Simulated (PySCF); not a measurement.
All values below come from TPSSh-D3(BJ)/def2-TZVP // TPSS-D3(BJ)/def2-SVP (PySCF 2.14.0). Gas-phase values, no solvent. 

Reference species (SMILES): `[OH]` (neutral, multiplicity 2).

| Item | Result |
|---|---|
| dipole moment | 1.75 D |

Changed species: `[NH2]` (free radical NH2; the reference has free radical OH).

### Question
Predict the effect on the dipole moment.

### Answer
the dipole moment rises by 0.18 D, to 1.93 D.
